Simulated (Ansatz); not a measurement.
**Question.** Name a neutral molecule of B, Si and H with HOMO energy (B3LYP/def2-TZVPP) between -7.95 and -7.65 eV and size of the dipole moment (B3LYP/def2-TZVPP) between 0.00 and 0.30 D (Ansatz, PBE0-D4/def2-TZVP geometry).

**Answer.** `B[SiH2]B` (-7.77 eV, 0.14 D); `B[SiH2][SiH3]` (-7.76 eV, 0.20 D). Other molecules can fit too; these were computed, each in one conformer that needn't be the lowest.

B3LYP here is the variant with VWN-RPA as its local correlation; programs differ in this.
